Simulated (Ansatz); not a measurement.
A calculation with Ansatz (development build ahead of 0.2.0).

```yaml
crystal:
  periodic: [false, false, false]
  atoms:
    - { symbol: Li, position_ang: [-0.04383, -0.02194, -1.15834] }
    - { symbol: P, position_ang: [0.01403, -0.04027, 1.14211] }
basis:
  gaussian: { orbitals: def2-SVP }
magnetization:
  initial_magnetization: 2
hamiltonian:
  xc: hf
correlation:
  method: mp2
  frozen_orbitals: { Li: 0, P: 5 }
```

The input is written out in the form of the current development build from the run's settings. Correlation on restricted open-shell orbitals is semicanonical, with singles.

Results

| Property | Result |
| --- | --- |
| Converged | yes |
| Reference energy | -348.04086 hartree |
| Correlation energy | -0.08340 hartree |
| Total energy | -348.12425 hartree |
| Spin squared of the determinant | 2.000 |
| Stability test | minimum among restricted orbitals |
| Occupied orbitals by symmetry in an Abelian subgroup (alpha; beta) | 6 A1 2 B1 2 B2; 6 A1 1 B1 1 B2 |

Messages of the program:
```
mean field -9470.67423807 eV, -348.0408587953 hartree, gradient 8.8e-6 eV, S^2 2.000000; 7 other ends of a descent, 0 dependent functions left out
```
